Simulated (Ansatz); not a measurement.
How far each method lies from RCCSDT(Q) for C$_{3}$H$_{8}$O, singlet

Geometry: MP2(full)/6-31G*, from the G2/97 set.

```xyz
12

O     0.0173   -0.6821    0.0000
C     0.0108    0.7364    0.0000
C     1.3353   -1.1954    0.0000
C    -1.4313    1.1909    0.0000
H     0.5418    1.1171    0.8869
H     0.5418    1.1171   -0.8869
H     1.2525   -2.2827    0.0000
H     1.8922   -0.8753   -0.8917
H     1.8922   -0.8753    0.8917
H    -1.9440    0.8112   -0.8859
H    -1.9440    0.8112    0.8859
H    -1.4912    2.2827    0.0000
```

Basis cc-pVDZ; Ansatz 0.2.0. Correlated methods freeze the noble-gas cores, which leaves 26 electrons in 92 orbitals. R marks a restricted (for open shells ROHF) determinant. Active spaces: frontier = (8e, 8o) about the gap.

Full CI isn't at hand for all of this; RCCSDT(Q) serves as the reference, and is uncertain by about the last step of the cluster series.

```
UHF ⟨S²⟩                          : 0.000
T1 diagnostic (RCCSD)             : 0.0090
largest doubles amplitude (RCCSD) : 0.020
```

| level | E − E(RHF) (eV) |
| --- | --- |
| RMP2 | -16.9111 |
| RCCSD | -18.3238 |
| RCCSD(T) | -18.8087 |

Problem. Estimate how far RCCSDT(Q) in cc-pVDZ lies from RCCSD(T). The table doesn't fix it; the size of (T) and the diagnostics are the guide.

Solution. RCCSDT(Q) in cc-pVDZ lies 5.6 kJ/mol below RCCSD(T), which is 12 % of the (T) step (-46.8 kJ/mol). The diagnostics are small and the rest is a small part of (T), but (T) is large here. The miss exceeds 1 kcal/mol.

The other levels:

```csv
level,E − E(RCCSDT(Q)) (kJ/mol),share of correlation (%),wall time
CISD,313.6,82.77,61 s
BCCD(T),5.3,99.71,4 s (H100)
RCCSDT,3.2,99.82,–
CASSCF (frontier space),1535.0,15.68,–
NEVPT2 (frontier space),238.5,86.90,13 s (H100)
MRCISD (frontier space),233.8,87.15,–
MRCISD+Q (frontier space),42.2,97.68,15 s (H100)
```

The correlation energy at RCCSDT(Q), counted from RHF, is -18.866 eV. That run took 76 s on 2 threads of AMD EPYC 7R13 with a shared H100 80 GB, shared host.

Times hold each run's SCF and search for its determinant on a shared host, so for small cases they say little of a method's own cost; rows without a card ran on 1 thread of AMD EPYC 7R13.

Atomization energy (electronic, same basis, no zero-point term; atoms at the same level, unrestricted beside the R rows where the molecule is a closed shell, with restricted open-shell steps beyond CCSDT(Q)) at RCCSDT(Q): 4266.9 kJ/mol. Errors of other levels:

```csv
level,error (kJ/mol)
RHF,-926.5
RMP2,29.8
CISD,-292.4
RCCSD,-40.0
RCCSD(T),-2.5
BCCD(T),-1.8
RCCSDT,-2.9
```

This basis is far from its limit, so the value isn't to be set against a measured one. Truncated CI isn't size-consistent, which counts against it in atomization.
